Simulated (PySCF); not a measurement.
Molecule: `C#C[C@@H](C)N`, C4H7N.

Geometry:
```tsv
atom	x (Å)	y (Å)	z (Å)
C1	1.211	2.190	0.148
C2	0.523	1.202	0.018
C3	-0.315	0.012	-0.163
C4	0.474	-1.263	0.128
N5	-1.469	0.082	0.725
H6	1.824	3.063	0.270
H7	-0.593	-0.005	-1.240
H8	0.795	-1.269	1.179
H9	1.357	-1.339	-0.521
H10	-0.161	-2.146	-0.048
H11	-1.989	0.940	0.557
H12	-2.100	-0.690	0.517
```

Geometry PBE0-D3(BJ)/def2-SVP throughout; GIAO in PySCF 2.14.0 with density-fitted response routines, gas phase, one conformer, non-relativistic; equivalent atoms averaged; basis pcSseg-2.

For orientation, wB97X-D gives these shifts δ (against TMS, NH3 at the same level): C2 94.3, C1 77.0, C3 43.0, C4 26.6, N5 49.0, H7 3.94, H6 1.97, H8/H9/H10 1.23, H11/H12 0.68 ppm.

A run gave: C2 86.0, C1 67.2, C3 45.3, C4 26.3, N5 56.2, H7 4.63, H6 2.03, H8/H9/H10 1.24, H11/H12 0.72 ppm (shifts δ (against TMS, NH3 at the same level)).

Q: Which functional was used in that run?
A. BLYP
B. LC-wPBE
C. KT2
D. B3LYP
E. PBE0

A: C. C2 tells them apart best: KT2 gives 86.0, B3LYP gives 93.1, PBE0 gives 94.0, LC-wPBE gives 97.8, BLYP gives 92.4 ppm.
